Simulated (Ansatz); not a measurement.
# UCCSDT/STO-3G run of CH2F (SMILES [CH2]F)

Aim: the vertical ionisation energy of CH2F at UCCSDT/STO-3G, from 2 runs. 

The calculation is run with Ansatz 0.2.0.

47 further runs of the same task are left out: 47 set aside as unsound or not needed.

### Step 1. The system as given

CH2F has 4 atoms, charge 0, and is taken as a doublet. SMILES: `[CH2]F`. The coordinates come from a PBE0-D4/def2-TZVP relaxation.

Bond lengths: C1–F2 1.331 Å, C1–H3 1.082 Å, C1–H4 1.082 Å. Angles: F2–C1–H3 115.1°, F2–C1–H4 115.1°, H3–C1–H4 124.6°.

### Step 2. The energy at UCCSDT/STO-3G

Input file molecule.yaml:

```yaml
crystal:
  periodic: [false, false, false]
  atoms:
    - {symbol: C, position_ang: [-0.030100, -0.057600, -0.131100]}
    - {symbol: F, position_ang: [0.950000, 0.694000, 0.364600]}
    - {symbol: H, position_ang: [-0.946900, 0.472300, -0.352500]}
    - {symbol: H, position_ang: [0.027000, -1.108700, 0.119000]}
basis:
  gaussian: {orbitals: STO-3G}
magnetization: {spin_polarized: true, initial_magnetization: 1}
accuracy: high
scf: {omitted_lower_state_checks: [cluster_reference, increment]}
correlation: {method: ccsdt, frozen_orbitals: {C: 1, F: 1, H: 0}}
```

Run with:

```
ansatz run molecule.yaml --threads 1 --pin off --max-ram 2610MiB --events-out events.jsonl --progress --plain --runs-dir runs
```

The program printed, shortened:

```text
Warning: RAYON_NUM_THREADS=1 ignored (pool sized by the plan → 1); use --threads N
Functional definition: HF
  name "HF"
[...]
186 factors; integrals over basis functions are off by at most 1.3e-8 eV
[...]
mean field -3715.26136689 eV, -136.5333369387 hartree, gradient 2.8e-8 eV, S^2 0.760846; 0 other end points of the search recorded, 0 dependent functions left out
2 core orbitals not correlated: weight in the atoms' cores, before any rotation towards them, 1.000 or more for the frozen orbitals, at most 0.000 for the correlated occupied ones
reference -3715.26136689 eV, -136.5333369387 hartree; 7, 6 occupied and 3, 4 virtual orbitals, 186 factors
second order -1.49569609 eV of doubles, -0.00000000 eV of singles
cycle   1  -1.84705109 eV  change   -3.5e-1 eV  update   5.9e-2
[...]
cycle  23  -2.15080848 eV  change   2.0e-10 eV  update   1.4e-9
Total energy: -3717.41217538 eV, -136.6123776926 hartree
Checks for a lower state left out: cluster_reference, increment
```

Run time: 0.26 s. Hardware: 1 thread of Arm Neoverse V2, shared host.

### Step 3. The singlet cation at the same level

Input file in.yaml:

```yaml
crystal:
  periodic: [false, false, false]
  atoms:
    - {symbol: C, position_ang: [-0.030100, -0.057600, -0.131100]}
    - {symbol: F, position_ang: [0.950000, 0.694000, 0.364600]}
    - {symbol: H, position_ang: [-0.946900, 0.472300, -0.352500]}
    - {symbol: H, position_ang: [0.027000, -1.108700, 0.119000]}
basis:
  gaussian: {orbitals: STO-3G}
total_charge: 1
correlation: {method: ccsdt, frozen_orbitals: {C: 1, F: 1, H: 0}}
accuracy: high
scf: {omitted_lower_state_checks: [cluster_reference, increment]}
```

Run with:

```
ansatz run in.yaml --threads 1 --pin off --max-ram 2610MiB --events-out events.jsonl --progress --plain --runs-dir runs
```

The program printed, shortened:

```text
Warning: RAYON_NUM_THREADS=1 ignored (pool sized by the plan → 1); use --threads N
Functional definition: HF
  name "HF"
[...]
186 factors; integrals over basis functions are off by at most 1.3e-8 eV
[...]
mean field -3707.70914562 eV, -136.2557979261 hartree, gradient 1.5e-8 eV, S^2 0.000000; 0 other end points of the search recorded, 0 dependent functions left out
2 core orbitals not correlated: weight in the atoms' cores, before any rotation towards them, 1.000 or more for the frozen orbitals, at most 0.000 for the correlated occupied ones
reference -3707.70914562 eV, -136.2557979261 hartree; 6, 6 occupied and 4, 4 virtual orbitals, 186 factors
second order -2.51836689 eV of doubles, -0.00000000 eV of singles
cycle   1  -2.71808416 eV  change   -2.0e-1 eV  update   1.3e-1
[...]
cycle  25  -3.42553778 eV  change   7.4e-10 eV  update  5.8e-10
Total energy: -3711.13468340 eV, -136.3816841175 hartree
Checks for a lower state left out: cluster_reference, increment
```

Wall time 0.12 s (1 thread of Arm Neoverse V2, shared host).

### Step 4. Summary of results

Level: UCCSDT/STO-3G, 2 core orbitals frozen.

```
                                                   quantity          value
                                 doublet CH2F: total energy  -136.61238 Eh
  doublet CH2F: correlation energy (2 core orbitals frozen)      -79.0 mEh
            doublet CH2F: ⟨S²⟩ of the reference determinant          0.761
                                doublet CH2F: T1 diagnostic          0.015
                               singlet cation: total energy  -136.38168 Eh
singlet cation: correlation energy (2 core orbitals frozen)     -125.9 mEh
                              singlet cation: T1 diagnostic          0.039
         vertical ionisation energy (to the singlet cation)       6.277 eV
```

What this shows: Removing an electron at fixed nuclei costs 6.28 eV (145 kcal/mol). Only the singlet of the ionised species was computed; a triplet could lie lower. In a minimal basis such a difference can be off by several eV, whatever the method. The T1 diagnostic (singlet cation) of 0.039 is above the customary mark for such species, so a single reference may not serve.
